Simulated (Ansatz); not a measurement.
# Anatase TiO2 (metastable phase)

Computed with PBEsol-D3(BJ) (Ansatz, a quantum-chemistry and plane-wave program, plane waves, PAW).

Run with plane-wave cutoff 520 eV, 12×12×12 k mesh, Fermi–Dirac smearing 0.01 eV, no spin polarisation, scalar-relativistic PAW data made under PBE.

Cell: relaxed at this level.

- volume per atom: 11.14 Å³/atom
- bulk modulus B0: 181 GPa
- equilibrium lattice constant a: 3.762 Å
- lattice parameter c: 9.443 Å
- band gap: 2.08 eV (indirect)
- smallest direct gap on the k points sampled: 2.45 eV
- direct gap at Γ: 2.60 eV
- pressure derivative B′ of the bulk modulus: 1.9

Measured, for comparison: lattice constant a 3.784 Å, lattice parameter c 9.514 Å (room temperature, no zero-point or thermal correction; as tabulated in Horn, Schwerdtfeger, Meagher, Refinement of the structure of anatase at several …). Computed (rounded) less measured: lattice constant a -0.6 %, lattice parameter c -0.7 %. A static lattice is as a rule a little smaller and stiffer than an uncorrected measurement, which can account for part of this.

Note: the bulk modulus comes from volumes at which shape and atoms were relaxed.

Computed values are for the static lattice.

The result took about 8 core-minutes (a rough figure).
